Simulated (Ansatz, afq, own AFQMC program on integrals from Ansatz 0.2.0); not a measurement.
**Where AFQMC and coupled cluster stand for SiH3O, doublet**

```xyz
5

Si   -0.0866   -0.0323    0.5791
O     0.0885    0.0997   -1.0586
H     0.6425   -1.2281    1.1084
H     0.4860    1.2186    1.1449
H    -0.1194   -0.6729   -1.5864
```

Connectivity, by distances: SiH2–OH.

Basis cc-pVDZ. Noble-gas cores (and the filled d shells of Ga–Kr and In–Xe) are frozen. AFQMC by an in-house program on the Cholesky factors that Ansatz 0.2.0 writes for its CCSD(T) run. ph-AFQMC/CISD is guided by a CISD state made of CCSD amplitudes; releasing the constraint for a short imaginary time cuts its bias at the price of noise, slowly where states lie close. Error bars are statistical, one sigma.

Determinant: UHF, the one that the program's search chose, which needn't be the lowest solution. The geometry is a PBE0/def2-TZVP stationary point of this or a neighbouring charge and spin state.

No full CI on the walks' own integrals is used here; CCSDT(Q) serves as the reference and is uncertain by about the last step of the cluster series.

* T1 diagnostic: 0.0154
* weight of the determinant in the CISD state: 0.895
* ⟨S²⟩ of the determinant: 0.753
* size of the correlated space: 13 electrons in 41 orbitals

Reference: CCSDT(Q), correlation energy -8.345 eV. The released energy is read at 2.40 1/Eh (meV from the phaseless value at times in 1/Eh: 1 ± 3 at 0.24, 3 ± 3 at 0.51, -1 ± 3 at 0.99, -1 ± 3 at 1.62, 0 ± 5 at 2.40).

```csv
level,E − E(reference) (mEh),share of correlation (%)
HF,306.68,0.00
MP2,31.36,89.77
CCSD,7.52,97.55
CCSD(T),1.34,99.56
CCSDT,0.68,99.78
ph-AFQMC/HF,-1.50 ± 1.03,100.49
ph-AFQMC/CISD,0.00 ± 0.16,100.00
released AFQMC,0.01 ± 0.19,100.00
```

Released energies are given only where the last usable release times agree within the noise; a slower fall can still hide under it.
